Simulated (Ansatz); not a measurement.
# Si₂+ (sextet): from Hartree-Fock to the top rungs, def2-TZVPP

The task here is to estimate one member of a computed series from the others.

The runs use Ansatz 0.2.0, Gaussian basis; def2-TZVPP, core rule «outside noble gas», up to 10 orbitals frozen.

The runs, in order: UHF; ROHF; CCSD(T) on UHF.

**The geometry**

The geometry is a PBE0/def2-TZVP stationary point (not a proven minimum) of the parent state, kept for this charge and spin.

2 atoms, charge 1, spin multiplicity 6.

Atoms are counted from 1 here; the program's logs count them from 0.

Bond lengths: Si1–Si2 2.273 Å.

The first run:

File in.yaml:

```yaml
crystal:
  periodic: [false, false, false]
  atoms:
    - {symbol: Si, position_ang: [0.000000, 0.000000, 0.000000]}
    - {symbol: Si, position_ang: [0.000000, 0.000000, 2.272600]}
basis:
  gaussian: {orbitals: def2-TZVPP}
total_charge: 1
magnetization: {spin_polarized: true, initial_magnetization: 5}
hamiltonian: {xc: hf}
output: {orbitals: {seedname: orbitals}}
```

Started as:

```sh
ansatz run in.yaml --threads 1 --pin off --events-out ev --progress --plain --max-ram 2816MiB --backend cpu
```

Among the steps run: UHF; ROHF; CCSD(T) on UHF.

One table of the session follows, with a row left open; its other results are not shown here.

```
  method  from UCCSD(T) (kcal/mol)
    ROHF                         ?
     UHF                    +75.67
    UMP2                    +18.19
   UCCSD                     +4.20
UCCSD(T)                         0
```

Estimate the missing values for ROHF.

The run gave: from UCCSD(T) (kcal/mol): +76.55. In the column «from UCCSD(T) (kcal/mol)» it is the highest.
